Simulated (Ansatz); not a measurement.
# Worked example: correlation energy of H3Si–C⁺, triplet

Geometry: that of the H3Si–C, doublet, kept fixed.

```
atom    x (Å)    y (Å)    z (Å)
  Si  -0.0027   0.0000   0.4927
   C   0.0237   0.0000  -1.3968
   H   0.6305  -1.2164   1.0698
   H   0.6307   1.2163   1.0698
   H  -1.4681   0.0001   0.7752
```

Basis cc-pVDZ; Ansatz 0.2.0. Only valence electrons are correlated (noble-gas cores frozen), which leaves 10 electrons in 41 orbitals. R marks a restricted (for open shells ROHF) determinant, U an unrestricted one.

Full CI isn't at hand for all of this; UCCSDT(Q) serves as the reference, and is uncertain by about the last step of the cluster series.

Runs differ by some tens of microhartree through their thresholds and, for an open shell, their frozen cores, so steps under 0.03 kcal/mol mean nothing.

| level | total energy (hartree) |
| --- | --- |
| UHF | -328.049574 |
| UMP2 | -328.195738 |
| UCCSD | -328.240519 |
| UCCSD(T) | -328.245810 |
| UCCSDT | -328.247476 |
| UCCSDT(Q) | -328.247783 |

Question: What is the correlation energy at UCCSDT(Q), and what share of it do UMP2 and UCCSD recover?

Answer: E(corr) = -328.247783 − (-328.049574) = -0.198209 hartree = -5.394 eV. UMP2: -0.146164 / -0.198209 = 73.74 %. UCCSD: -0.190945 / -0.198209 = 96.34 %.

Question: By how many kcal/mol does UCCSD(T) miss UCCSDT(Q) (1 hartree = 627.509 kcal/mol), and which steps make up the rest?

Answer: -328.245810 − (-328.247783) = 0.001973 hartree = 1.24 kcal/mol. Steps: UCCSDT − UCCSD(T) = -1.05, UCCSDT(Q) − UCCSDT = -0.19 kcal/mol. Differences between like states or geometries often cancel part of this.
